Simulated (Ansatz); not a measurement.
Geometry optimisation, UKS PBE0/def2-SVP (Ansatz).

Input:

```yaml
crystal:
  periodic: [false, false, false]
  atoms:
    - { symbol: C, position_ang: [-0.3096, 0.2705, -0.1716] }
    - { symbol: B, position_ang: [0.2346, -1.0985, 0.2259] }
    - { symbol: F, position_ang: [-0.44572, -1.84829, 1.21114] }
    - { symbol: H, position_ang: [-1.2042, 0.5222, 0.4007] }
    - { symbol: H, position_ang: [0.3884, 1.1054, 0.0032] }
    - { symbol: H, position_ang: [-0.6056, 0.3265, -1.2662] }
magnetization:
  spin_polarized: true
  initial_magnetization: 1
basis:
  gaussian: { orbitals: def2-SVP }
hamiltonian:
  xc: pbe0
relax:
  f_tol: 0.015
  max_steps: 40
```

Launched with:

```bash
$ ansatz run input.yaml --threads 1 --pin off --max-ram 2048MiB --backend cpu --events-out ev --progress --plain --runs-dir out
```

Task: Where does it end, and by what steps?

Result: It converged. After 5 steps the energy has fallen by 0.248 eV; F3 moved furthest, 0.09 Å.

| step | energy less start (eV) | largest force component (eV/Å) | accepted |
| --- | --- | --- | --- |
| 0 | 0.0000 | 2.462 | yes |
| 1 | -0.1900 | 1.353 | yes |
| 2 | -0.2396 | 0.560 | yes |
| 3 | -0.2477 | 0.032 | yes |
| 4 | -0.2475 | 0.084 | no |
| 5 | -0.2479 | 0.009 | yes |

```xyz
6
Properties=species:S:1:pos:R:3
C -0.353 0.299 -0.160
B 0.195 -1.098 0.264
F -0.377 -1.867 1.160
H -1.262 0.587 0.394
H 0.425 1.065 -0.014
H -0.571 0.292 -1.241
```

Whether the end is a true minimum wasn't checked by a vibrational analysis.

Time of the run: 12 s on 1 thread of Arm Neoverse V2 (shared host), peak memory 0.14 GiB.
